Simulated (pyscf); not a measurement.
A first-order saddle from PySCF, ωB97X-D3(BJ)/def2-SVP:

```xyz
10

F      0.6151    -0.7127     1.2622
W     -0.4001    -0.2068    -0.1973
F     -1.6094    -1.4240     0.5472
F     -0.6396    -1.3098    -1.6717
F     -1.4901     1.1735     0.4851
H      0.7978     1.2042     0.1197
H      1.1369    -0.3366    -0.8638
O     -0.3882     1.1861    -1.7250
H      0.4679     1.4525    -0.7379
H     -1.0357     1.8873    -1.5501
```
Charge 0, spin multiplicity 1.

Surface: singlet, charge 0. Lowest wavenumbers (cm⁻¹): 1141i, 129, 153, 254, 274.

Task: What reaction is this the transition state of?

Result: F–WH₂(F)(F)–F + H₂O ⇌ HO–WH(F)(F)(F)–F + H₂, a four-centre exchange read from left to right: H–W, H–O broken and O–W, H–H formed. At ωB97M-D3(BJ)/def2-TZVP it lies +72.8 kJ/mol from the left side and +132.7 kJ/mol from the right (each side as separated species at their lowest minima found). On the reactant side the descent ends in an adduct with a O–W contact (not fully relaxed), 39.7 kJ/mol under the separated species and 107.0 kJ/mol under the saddle at ωB97X-D3(BJ)/def2-TZVP. What is counted as formed (O–W) is already present as a longer contact in the reactant adduct; forming that adduct is a step of its own. At the saddle there is also a short H–W contact that neither side keeps. One saddle was located; it need not be the lowest between these sides. Elements past Kr carry the def2 core potentials, without spin-orbit coupling.
